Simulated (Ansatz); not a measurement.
## Worked example: correlation energy of Al₂H₂ (H-bridged), singlet

Geometry: a PBE0/def2-TZVP stationary point for this spin, not checked as a minimum.

```xyz
4

Al    0.0000    0.0925    1.2647
Al    0.0000   -0.0193   -1.3669
H     0.0000   -0.6882    2.6804
H     0.0000   -1.2711    0.0548
```

Basis cc-pVDZ; Ansatz 0.2.0. Only valence electrons are correlated (noble-gas cores frozen), which leaves 8 electrons in 36 orbitals. Prefix R: restricted or restricted open-shell reference.

Full CI isn't at hand for all of this; RCCSDTQ serves as the reference, and is uncertain by about the last step of the cluster series.

Runs differ by some tens of microhartree through their thresholds, so steps under 0.03 kcal/mol mean nothing.

```
    level  total energy (hartree)
      RHF             -484.924194
     RMP2             -485.041631
    RCCSD             -485.079486
 RCCSD(T)             -485.084442
   RCCSDT             -485.085746
RCCSDT(Q)             -485.086066
  RCCSDTQ             -485.086132
```

Question: What is the correlation energy at RCCSDTQ, and what share of it do RMP2 and RCCSD recover?

Answer: E(corr) = -485.086132 − (-484.924194) = -0.161938 hartree = -4.407 eV. RMP2: -0.117437 / -0.161938 = 72.52 %. RCCSD: -0.155292 / -0.161938 = 95.90 %.

Question: By how many kcal/mol does RCCSD(T) miss RCCSDTQ (1 hartree = 627.509 kcal/mol), and which steps make up the rest?

Answer: -485.084442 − (-485.086132) = 0.001690 hartree = 1.06 kcal/mol. Steps: RCCSDT − RCCSD(T) = -0.82, RCCSDT(Q) − RCCSDT = -0.20, RCCSDTQ − RCCSDT(Q) = -0.04 kcal/mol. Differences between like states or geometries often cancel part of this.
